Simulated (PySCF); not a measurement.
# TDDFT excited states: C2F2S

Compound: C2F2S.
Atom-mapped SMILES: `[F:1][C:2]([F:3])=[C:4]=[S:5]`

Level of theory: TDDFT CAM-B3LYP/def2-SVPD, vertical, gas phase, core orbitals frozen in the response in PySCF. Isolated species at its PBE0-D3(BJ)/def2-SVP geometry, gas phase.

Q: What does the calculation give for the low-lying excited states?

A: 

| state | E (eV) | ν̃ (cm⁻¹) | f | symmetry | main configurations (H = HOMO, L = LUMO) |
| --- | --- | --- | --- | --- | --- |
| S1 | 1.35 | 10900 | 0.0000 | – | H→L (100%) |
| S2 | 5.03 | 40550 | 0.0000 | – | H-2→L (99%) |
| S3 | 5.77 | 46550 | 0.0072 | B1 or B2 | H→L+1 (96%) |
| S4 | 5.82 | 46980 | 0.0002 | – | H-1→L (60%), H→L+2 (35%) |
| S5 | 6.55 | 52820 | 0.014 | B1 or B2 | H→L+3 (92%) |
| S6 | 7.04 | 56750 | 0.622 | A1 | H→L+2 (49%), H→L+6 (30%), H-1→L (18%) |
| S7 | 7.21 | 58110 | 0.0000 | – | H→L+4 (99%) |
| S8 | 7.37 | 59420 | 0.026 | B1 or B2 | H→L+5 (88%) |
| S9 | 7.89 | 63620 | 0.0034 | B1 or B2 | H-3→L (92%) |
| S10 | 7.98 | 64330 | 0.516 | A1 | H→L+6 (65%), H-1→L (15%), H→L+2 (13%) |

Triplets, Tamm–Dancoff:

```csv
state,E (eV),λ (nm),"main configurations (H = HOMO, L = LUMO)"
T1,0.91,1358,H→L (99%)
T2,3.40,364.4,H-1→L (98%)
T3,4.06,305.5,H→L+2 (88%)
T4,4.49,276.2,H-2→L (98%)
```

The lowest singlet lies at 1.35 eV (918 nm, near infrared) and is dark (f under 0.0005); its leading configuration is HOMO→LUMO (100%). The most intense listed level is S6 at 7.04 eV (176 nm, f = 0.622), 5.69 eV above S1. Löwdin shares by element: HOMO sulfur 43%, carbon 42%, fluorine 8% or more; LUMO carbon 47%, sulfur 44%, fluorine 4% or more. The oscillator strengths of these states sum to 1.188; summed over the whole spectrum of an exact calculation they would give the number of electrons, 46 (Thomas–Reiche–Kuhn). Weighted by f, the mean energy of these states is 7.44 eV. The listed states span 6.62 eV, and the widest gap between neighbours is 3.68 eV (S1 to S2). No computed singlet lies between 380 and 750 nm, and the lowest lies beyond, at 918 nm. The vertical ionisation energy (ΔSCF) is 9.08 eV, 1.11 eV above S10. Symmetry labels in C2v follow from the direction of the transition dipole and are given only for states with f of 0.002 or more; B1 and B2 swap with the choice of axes. Only the lowest 10 singlets were computed, as vertical energies without vibronic structure.
